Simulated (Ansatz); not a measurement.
**CH3Al (singlet): wave-function methods side by side at a displaced geometry (v1), cc-pVDZ**

One table from this session's results is given with a row withheld; the runs are named, their logs left out.

The runs use Ansatz 0.2.0, Gaussian basis; cc-pVDZ, core rule «outside noble gas», up to 6 orbitals frozen.

The runs, in order: UHF; CCSD(T) on RHF; CCSD(T) on UHF; BCCD(T) on RHF; CISD; CCSDT(Q) on RHF; CCSDT(Q) on UHF.

15 further runs of the same task are left out: 2 for a known fault of the program, 6 that didn't finish, 7 set aside as unsound or not needed.

## What is computed

The geometry is a PBE0/def2-TZVP stationary point (not a proven minimum) with its atoms shifted at random (size 0.040 Å).

5 atoms, charge 0, spin multiplicity 1.

Atoms are counted from 1 here; the program's logs count them from 0.

Bond lengths: Al1–C2 1.793 Å, Al1–H3 1.526 Å, C2–H4 1.096 Å, C2–H5 1.124 Å. Angles: C2–Al1–H3 169.1°, Al1–C2–H4 122.0°, Al1–C2–H5 125.2°, H4–C2–H5 109.3°.

Geometry (Å):

```xyz
5

Al   -0.02010    0.00413    0.59181
C     0.04702   -0.01201   -1.20004
H     0.21054    0.04730    2.10006
H    -0.09513    0.89699   -1.79550
H    -0.13751   -0.91184   -1.84699
```

The first run:

Input file in.yaml:

```yaml
crystal:
  periodic: [false, false, false]
  atoms:
    - {symbol: Al, position_ang: [-0.020104, 0.004134, 0.591811]}
    - {symbol: C, position_ang: [0.047018, -0.012010, -1.200038]}
    - {symbol: H, position_ang: [0.210544, 0.047302, 2.100059]}
    - {symbol: H, position_ang: [-0.095129, 0.896994, -1.795499]}
    - {symbol: H, position_ang: [-0.137514, -0.911843, -1.846987]}
basis:
  gaussian: {orbitals: cc-pVDZ}
magnetization: {spin_polarized: true, initial_magnetization: 0}
hamiltonian: {xc: hf}
output: {orbitals: {seedname: orbitals}}
```

The run is started by

```console
$ ansatz run in.yaml --threads 1 --pin off --events-out ev --progress --plain --max-ram 2393MiB
```

Among the steps run: UHF; CCSD(T) on RHF; CCSD(T) on UHF; BCCD(T) on RHF; CISD; CCSDT(Q) on RHF; CCSDT(Q) on UHF.

One of the session's tables, all rows but one given; the rest of the session is left out.

| method | from RCCSDT(Q) (kcal/mol) |
| --- | --- |
| RHF | +155.36 |
| UHF | +152.24 |
| RMP2 | +23.44 |
| CISD | +18.93 |
| RCCSD | +6.85 |
| RCCSD(T) | +1.12 |
| BCCD(T) | +1.15 |
| RCCSDT | ? |
| RCCSDT(Q) | 0 |

**Question.** Estimate the row for RCCSDT.

As computed: from RCCSDT(Q) (kcal/mol): +0.53. In the column «from RCCSDT(Q) (kcal/mol)» it lies between RCCSDT(Q) (0) and RCCSD(T) (+1.12).

Not comparable, so not listed: CCSD(T) on UHF; CCSDT(Q) on UHF (they don't share determinant, frozen orbitals or solution with the rows shown, or repeat one).

To keep in mind: Warnings: restricted reference is unstable; spin contamination.
